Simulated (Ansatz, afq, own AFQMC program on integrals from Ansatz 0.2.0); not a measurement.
BH3O, singlet in cc-pVDZ, levels against CCSDT(Q)

```
atom   x (Å)    y (Å)    z (Å)
   B  0.0000   0.0591   0.7405
   O  0.0000  -0.0998  -0.5978
   H  0.0000   1.1582   1.2267
   H  0.0000  -0.9374   1.4021
   H  0.0000   0.7297  -1.0823
```

Connectivity, by distances: BH2–OH.

Basis cc-pVDZ. Only valence electrons are correlated. Integrals, coupled cluster, full CI and functionals: Ansatz 0.2.0; the random walks run on the same integrals in our own AFQMC program. The CISD trial takes its coefficients from CCSD amplitudes. Released means that phaseless walkers are propagated on without the constraint, phases kept. Free AFQMC starts from the CCSD state and is never constrained. Its projection time is finite, and what remains of the start isn't in its error. Error bars are statistical, one sigma.

Determinant: RHF, the one that the program's search chose, which needn't be the lowest solution. The geometry is a PBE0/def2-TZVP stationary point of this or a neighbouring charge and spin state.

No full CI on the walks' own integrals is used here; CCSDT(Q) serves as the reference and is uncertain by about the last step of the cluster series.

* T1 diagnostic: 0.0156
* weight of the determinant in the CISD state: 0.903
* size of the correlated space: 12 electrons in 41 orbitals

Reference: CCSDT(Q), correlation energy -8.400 eV. The released energy is read at 2.40 1/Eh (meV from the phaseless value at times in 1/Eh: 6 ± 10 at 0.24, 10 ± 12 at 0.51, 13 ± 10 at 0.99, -22 ± 17 at 1.62, -6 ± 18 at 2.40).

| level | E − E(reference) (mEh) | share of correlation (%) |
| --- | --- | --- |
| HF | 308.71 | 0.00 |
| MP2 | 29.22 | 90.53 |
| CCSD | 7.66 | 97.52 |
| CCSD(T) | 1.11 | 99.64 |
| CCSDT | 0.63 | 99.79 |
| ph-AFQMC/HF | -3.33 ± 3.05 | 101.08 |
| ph-AFQMC/CISD | 0.03 ± 0.49 | 99.99 |
| released AFQMC | -0.18 ± 0.65 | 100.06 |
| free AFQMC | -0.64 ± 0.86 | 100.21 |

Free projections are given only where their last times agree within the noise and don't stop above the reference; a slow remainder of the start can still hide under it. A walk keeps the symmetry of its determinant, which the program's search chose and which needn't be the lowest solution, so a lower state of the same spin and another symmetry isn't excluded. Released energies are given only where the last usable release times agree within the noise; a slower fall can still hide under it.
